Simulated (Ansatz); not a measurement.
Results of RPBE (plane waves, PAW; Ansatz, a program for electronic structure) for rock-salt HfC.

Settings: plane-wave cutoff 520 eV, 20×20×20 k mesh, Fermi–Dirac smearing 0.05 eV, scalar-relativistic PAW data made under PBE.

Cell (relaxed at this level):

Space group Fm-3m (No. 225); a = b = c = 4.6783 Å, α = β = γ = 90.00°

```csv
atom,site,symmetry,x,y,z
Hf,4a,m-3m,0.0000,0.0000,0.0000
C,4b,m-3m,0.5000,0.5000,0.5000
```
(The calculation used a cell of 2 atoms; values per cell refer to that cell.)

### Question
Give the computed bulk modulus and pressure derivative B′ of the bulk modulus.

### Answer

- bulk modulus: 224 GPa
- pressure derivative B′ of the bulk modulus: 4.0

The run finds no gap.

Measured, for comparison: bulk modulus 242 GPa (room temperature, not corrected to a static lattice, our sources range from 242 to 286; as tabulated in Synthesis of Binary Transition Metal Nitrides, Carbides and Borides from the …). Computed (rounded) less measured: bulk modulus not scored (sources differ).

Spin–orbit coupling is not included.

Static lattice: no zero-point or thermal effects.

Computing time: around 100 core-seconds (rough).
